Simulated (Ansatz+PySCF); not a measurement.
**doublet CH: levels of theory in one basis**

```xyz
2

C     0.0000    0.0000   -0.2180
H     0.0000    0.0000    1.3079
```

Basis set: 6-31G (spherical functions). Correlated methods keep 1 orbital frozen. Correlation on ROHF uses semicanonical orbitals with singles. Charge 0, multiplicity 2.

Computed with Ansatz (development build ahead of 0.2.0) and PySCF 2.14.0; each method stands on the lowest determinant of its kind that the runs found.

```
                            method  E − E(ROHF) (eV)  <S²> of the determinant
                              ROHF              0.00                        –
                               UHF             -0.11                     0.97
                           UHF-MP2             -1.35                     0.97
                         ROHF-CCSD             -2.19                        –
                          UHF-CCSD             -2.19                     0.97
                      ROHF-CCSD(T)             -2.22                        –
                       UHF-CCSD(T)             -2.22                     0.97
full CI (lowest root of this spin)             -2.23                        –
```

Task: What does ROHF-MP2 give on the same scale?

Result: -1.46 eV.

At such a shape the full CI root can have another spatial symmetry than the determinants, so the rows needn't describe one state.

Task: Is a single determinant a sound starting point here?

Result: Only with care. Unrestricted orbitals gain 0.11 eV and <S²> is 0.97 against 0.75 for a pure state, a contamination that matters most for the unrestricted series.

Caution for UHF, UHF-MP2, UHF-CCSD, UHF-CCSD(T): the unrestricted determinant is spin contaminated. Caution for ROHF-MP2, UHF-MP2, ROHF-CCSD, UHF-CCSD, ROHF-CCSD(T), UHF-CCSD(T): bonds are stretched, where a single reference can fail.
